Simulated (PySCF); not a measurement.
Series: binary hydrides. Isolated molecules, 0 K electronic values unless said otherwise. Strings in code marks are SMILES.

Method: PBE-D3(BJ)/def2-TZVP // PBE0-D3(BJ)/def2-TZVP run with PySCF. All candidates: neutral, multiplicity 1. Delta-SCF ions had no search for a lower state. 

```json
{
  "HOMO": "-6.04 eV",
  "dipole_moment": "0.00 D",
  "vertical ionisation energy (Delta-SCF)": "9.40 eV"
}
```

Question: Identify which member has these values.
A. `N`
B. `[SbH3]`
C. `[MgH2]`
D. `B`

Answer: C, `[MgH2]`. The others give `N`: -5.95 eV, 1.66 D, 10.86 eV; `B`: -8.47 eV, 0.00 D, 12.88 eV; `[SbH3]`: -6.51 eV, 0.35 D, 9.85 eV
